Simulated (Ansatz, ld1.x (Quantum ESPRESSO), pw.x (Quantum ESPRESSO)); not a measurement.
## From atom to crystal: TM potential for vanadium

V, norm-conserving Troullier–Martins (Kleinman–Bylander form), made with ld1.x (Quantum ESPRESSO) 7.5 (PBEsol, scalar-relativistic). Core [Ar], reference 3d3 4s2 4p0. Waves: 4p (bound, empty): rc 2.45 bohr; 3d (bound): rc 2.10 bohr; 4s (bound): rc 2.40 bohr. Local part: the s channel. Core correction: none.

Atomic tests: cutoffs needed: 55 Ry and 70 Ry (the cutoffs (Ry, on a coarse ladder) from which the occupation-weighted sum of valence levels, in a spherical-Bessel basis at the reference potential, stays within 10 and 1 mRy of its value at 400 Ry); ghost test: no extra level below or beside the all-electron valence levels (p, d, s, f tested) (spherical-Bessel basis up to 400 Ry, 20 bohr box); configuration tests: 1 of 7 tests not solved or not reliable.

Crystal test: bcc V in pw.x 7.5, no spin, 16³ k-points, Fermi–Dirac smearing 0.01 Ry, cutoffs 85/340 Ry. The reference is all-electron LAPW (Ansatz 0.2.0) with the same functional, mesh and smearing; V0 and B0 come from Birch–Murnaghan fits to the pressures at five volumes. Errors are pseudo minus all-electron; Δ is the rms difference of the E(V) curves that follow from these fits, minima aligned, over ±6 % about the mean V0. Mesh and smearing are coarse, so the numbers serve the comparison and aren't converged zero-temperature values; the lattice is a test structure that the element need not adopt.

All-electron: a0 = 2.962 Å (V0 = 12.99 Å³/atom), B0 = 194.1 GPa.

Question: How far does the potential miss the all-electron equation of state?

Answer: mean pressure error (GPa): +21.34. The pressure does not cross zero within the volumes sampled, so no fit is given. This is a poor potential for the solid. Atomic configuration tests: 1 of 7 tests not solved or not reliable.

```json
{"V (Å³/atom)": "12.276", "P all-electron (GPa)": "12.20", "P pseudo (GPa)": "36.81"}
{"V (Å³/atom)": "12.599", "P all-electron (GPa)": "6.29", "P pseudo (GPa)": "29.12"}
{"V (Å³/atom)": "12.922", "P all-electron (GPa)": "1.03", "P pseudo (GPa)": "22.23"}
{"V (Å³/atom)": "13.245", "P all-electron (GPa)": "-3.64", "P pseudo (GPa)": "16.07"}
{"V (Å³/atom)": "13.568", "P all-electron (GPa)": "-7.79", "P pseudo (GPa)": "10.55"}
```

Question: At the middle volume, how do free energy and pressure move when the wave cutoff is lowered (ecutrho kept at four times it)?

Answer:

```
cutoff (Ry)  shift of F (meV/atom)  shift of P (GPa)
         38                +2263.2           -131.39
         51                 +124.6            -13.00
         68                   +1.9             +0.06
```

Input at the middle volume:

```
&control
  calculation='scf', prefix='x', pseudo_dir='./', outdir='./tmp', tstress=.true., disk_io='none'
/
&system
  ibrav=0, nat=1, ntyp=1, ecutwfc=85, ecutrho=340, nbnd=9,
  occupations='smearing', smearing='fd', degauss=0.01
/
&electrons
  conv_thr=1e-09, mixing_beta=0.4, electron_maxstep=70
/
ATOMIC_SPECIES
V 1.0 V.UPF
CELL_PARAMETERS angstrom
  -1.47827959 1.47827959 1.47827959
  1.47827959 -1.47827959 1.47827959
  1.47827959 1.47827959 -1.47827959
ATOMIC_POSITIONS crystal
V 0.0000 0.0000 0.0000
K_POINTS automatic
16 16 16 0 0 0
```

```bash
pw.x < V.scf.in > V.scf.out
```

Lines of the output:

```
Message from routine setup:
     using ibrav=0 with symmetry is DISCOURAGED, use correct ibrav instead
     lattice parameter (alat)  =       4.8386  a.u.
     unit-cell volume          =      87.2020 (a.u.)^3
     number of electrons       =         5.00
     number of Kohn-Sham states=            9
     kinetic-energy cutoff     =      85.0000  Ry
     charge density cutoff     =     340.0000  Ry
     scf convergence threshold =      1.0E-09
     Exchange-correlation= PBESOL
     number of k points=   145  Fermi-Dirac smearing, width (Ry)=  0.0100
     iteration #  1     ecut=    85.00 Ry     beta= 0.40
     total energy              =     -12.21284506 Ry
     estimated scf accuracy    <       0.01822108 Ry
     iteration #  2     ecut=    85.00 Ry     beta= 0.40
     total energy              =     -12.21483015 Ry
     estimated scf accuracy    <       0.00149782 Ry
     iteration #  3     ecut=    85.00 Ry     beta= 0.40
     total energy              =     -12.21539797 Ry
     estimated scf accuracy    <       0.00026037 Ry
     iteration #  4     ecut=    85.00 Ry     beta= 0.40
     total energy              =     -12.21553964 Ry
     estimated scf accuracy    <       0.00000926 Ry
     iteration #  5     ecut=    85.00 Ry     beta= 0.40
     total energy              =     -12.21554470 Ry
     estimated scf accuracy    <       0.00001060 Ry
     iteration #  6     ecut=    85.00 Ry     beta= 0.40
     total energy              =     -12.21554639 Ry
     estimated scf accuracy    <       0.00000002 Ry
     iteration #  7     ecut=    85.00 Ry     beta= 0.40
     total energy              =     -12.21554645 Ry
     estimated scf accuracy    <       0.00000002 Ry
     iteration #  8     ecut=    85.00 Ry     beta= 0.40
     the Fermi energy is    11.6100 ev
!    total energy              =     -12.21554646 Ry
     estimated scf accuracy    <          2.5E-11 Ry
     smearing contrib. (-TS)   =      -0.00734888 Ry
     The total energy is F=E-TS. E is the sum of the following terms:
     one-electron contribution =       7.06449168 Ry
     hartree contribution      =       0.68533131 Ry
     xc contribution           =      -3.67389358 Ry
     ewald contribution        =     -16.28412700 Ry
     convergence has been achieved in   8 iterations
          total   stress  (Ry/bohr**3)                   (kbar)     P=      222.32
     Message from routine punch:
     Nothing written, as per user request (disk_io='none')
```

The run at the middle volume (145 k-points, 8 iterations) took about 17 s on one core of a shared host (Neoverse-V2, 96 threads, 371 GiB, load 42).
